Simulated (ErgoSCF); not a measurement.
# C3H3 (SMILES [C]1=CC1): levels of theory compared

Aim: a comparison of 4 runs (UHF/STO-3G, UHF/def2-SVP, UB3LYP/6-31G*, UPBE0/def2-SVP) of C3H3. 

The results are computed with ErgoSCF 3.8.

**1. Starting point**

C3H3: 6 atoms, total charge 0, spin state doublet. SMILES: `[C]1=CC1`. Geometry: relaxed at GFN2-xTB.

Bond lengths: C1–C2 1.283 Å, C1–C3 1.482 Å, C2–C3 1.580 Å, C2–H4 1.061 Å, C3–H5 1.083 Å, C3–H6 1.083 Å. Angles: C1–C2–C3 61.3°, C2–C1–C3 69.3°, C1–C3–C2 49.4°, C1–C2–H4 158.5°, C3–C2–H4 140.2°, C1–C3–H5 120.2°, C1–C3–H6 120.2°, C2–C3–H5 118.5°, C2–C3–H6 118.5°, H5–C3–H6 114.5°.

**2. A single-point energy at UHF/STO-3G (run 1)**

Input file input.xyz:

```xyz
6

C      0.699400    -0.881640     0.370740
C     -0.367750    -0.785330    -0.334650
C      0.278830     0.534190     0.246570
H     -1.193360    -1.097840    -0.922470
H     -0.214360     1.031210     1.073060
H      0.797250     1.199410    -0.433240
```

Input file ergo.in:

```
set_nthreads("env")
scf.output_mulliken_pop = 1
scf.max_number_of_iterations = 120
tmpdir = "."
basis = "STO-3G"
spin_polarization = 1
scf.use_diagonalization = 1
molecule "input.xyz"
run "HF"
```

The basis set STO-3G is read from a file made from the Basis Set Exchange's data (not shown).

Command:

```
$ ergo ergo.in
```

Log:

```text
[...]
INSC SCF_general constructor, number of basis functions: 18
[...]
INSC Energy   1 =        -87.25782428470
[...]
INDE E_LUMO =          0.22669728375
[...]
INSC Energy  27 =       -113.75011433578  ( diff     -0.000000000005286 )
[...]
RESC CONVERGED after  27 iterations.
RESC FINAL ENERGY:       -113.75011433578
RESC FINAL <S2> =          1.08217009271
[...]
INSC SCF: dipole_moment_x [atomic units] =      -0.20440840
INSC SCF: dipole_moment_y [atomic units] =      -0.02399924
INSC SCF: dipole_moment_z [atomic units] =      -0.13954232
[...]
```

Wall time 2.4 s (1 thread of Arm Neoverse V1, shared host); peak memory 0.26 GiB.

**3. The energy at UHF/def2-SVP (run 2)**

Input file input.ego:

```
set_nthreads(1)
molecule_inline
C  1.32167445 -1.66605814 0.70059706
C  -0.69494678 -1.48405862 -0.63239685
C  0.52691234 1.00947280 0.46594977
H  -2.25512357 -2.07461693 -1.74321566
H  -0.40508169 1.94870448 2.02778952
H  1.50658415 2.26655641 -0.81870495
EOF
spin_polarization = 1
basis = "def2-SVP"
scf.use_diagonalization = 1
tmpdir = "."
scf.output_mulliken_pop = 1
scf.max_number_of_iterations = 120
run "HF"
```

The basis set def2-SVP is read from a file made from the Basis Set Exchange's data (not shown).

Command:

```
$ ergo < input.ego
```

Log:

```text
[...]
INSC SCF_general constructor, number of basis functions: 57
[...]
INSC Energy   1 =        -37.24183754818
[...]
INDE E_LUMO =          0.07151787462
[...]
INSC Energy  25 =       -115.09031783651  ( diff     -0.000000000002274 )
[...]
RESC CONVERGED after  25 iterations.
RESC FINAL ENERGY:       -115.09031783651
RESC FINAL <S2> =          0.94053836128
[...]
INSC SCF: dipole_moment_x [atomic units] =      -0.38640450
INSC SCF: dipole_moment_y [atomic units] =       0.16983594
INSC SCF: dipole_moment_z [atomic units] =      -0.23973264
[...]
```

Run time: 20 s. Hardware: 1 thread of Arm Neoverse V1, shared host; peak memory 0.26 GiB.

Run 3 isn't shown in full; the table further down has it.

**4. The energy at UPBE0/def2-SVP (run 4)**

input.xyz: that of step 2 with these lines changed.

```diff
@@ -1,3 +1,3 @@
 6
-
+C3H3
 C      0.699400    -0.881640     0.370740
```

Input file job.ego:

```
# single point, C3H3
set_nthreads(1)
molecule "input.xyz"
basis = "def2-SVP"
tmpdir = "."
XC.angint = 41
scf.use_diagonalization = 1
charge = 0
XC.sparse_mode = 0
XC.radint = 1e-11
scf.max_number_of_iterations = 120
spin_polarization = 1
scf.output_mulliken_pop = 1
run "PBE0"
```

The basis set def2-SVP is read from a file made from the Basis Set Exchange's data (not shown).

Command:

```
$ ergo job.ego
```

Log:

```text
[...]
INDF Weighted mixed functional:
[...]
INSC Energy   1 =        -41.37934381334
[...]
INDE E_LUMO =         -0.10723657476
[...]
INSC Energy  25 =       -115.70858361440  ( diff     -0.000000000007276 )
[...]
RESC CONVERGED after  25 iterations.
RESC FINAL ENERGY:       -115.70858361440
RESC FINAL <S2> =          0.76060949515
[...]
INSC SCF: dipole_moment_x [atomic units] =      -0.45045598
INSC SCF: dipole_moment_y [atomic units] =       0.28222825
INSC SCF: dipole_moment_z [atomic units] =      -0.27013223
[...]
```

Wall time 29 s (1 thread of Arm Neoverse V1, shared host); peak memory 0.26 GiB.

**5. All runs side by side**

| run | level | integration grid | radint | energy (Eh) | dipole moment (D) | ⟨S²⟩ | wall time |
| --- | --- | --- | --- | --- | --- | --- | --- |
| 1 | UHF/STO-3G | – | – | -113.750114 | 0.63 | 1.082 | 2.4 s |
| 2 | UHF/def2-SVP | – | – | -115.090318 | 1.23 | 0.941 | 20 s |
| 3 | UB3LYP/6-31G* (spherical functions) | Turbo | 1e-11 | -115.933880 | 1.51 | 0.757 | 14 s |
| 4 | UPBE0/def2-SVP | Turbo | 1e-11 | -115.708584 | 1.52 | 0.761 | 29 s |

**6. Summary of results**

```
            quantity          value
 run 4: total energy  -115.70858 Eh
run 4: dipole moment         1.52 D
         run 4: ⟨S²⟩          0.761
```

What this shows: The dipole moment (its size) runs from 0.63 D (UHF/STO-3G) to 1.52 D (UPBE0/def2-SVP). The two ends differ in method and basis. Totals of different functionals can't be ranked against each other. In run 1 the basis is minimal, so the values are rough. Spin contamination of the reference: run 1 ⟨S²⟩ = 1.08, run 2 ⟨S²⟩ = 0.94. All runs together took 66 s, the longest 29 s.
